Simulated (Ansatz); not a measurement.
Base system: ZrSe₂ in the CdI2 type structure (space group P-3m1, No. 164; a = 3.7351 Å, c = 6.0315 Å; layered, stacked along the Cartesian z axis).

Method: plane-wave PAW DFT at the PBE-D3(BJ) level (Ansatz, an electronic-structure program, 420 eV), spin-orbit coupling left out.

Now apply this change: S takes the place of Se on all its sites, then cell and atoms are relaxed.

Measured lattice parameter a: ZrSe2 3.77 Å (temperature not stated; as listed in Torbjörn Björkman, The Journal of Chemical Physics (2014)); ZrS2 3.662 Å (temperature not stated; as listed in Torbjörn Björkman, The Journal of Chemical Physics (2014)).

Question: How well does PBE-D3(BJ) reproduce the measured shift?

Answer: With PBE-D3(BJ) the lattice parameter a moves by -0.100 Å (3.735 → 3.635) against -0.108 Å measured.

No phonon test of stability was made. All final runs are without spin polarisation.
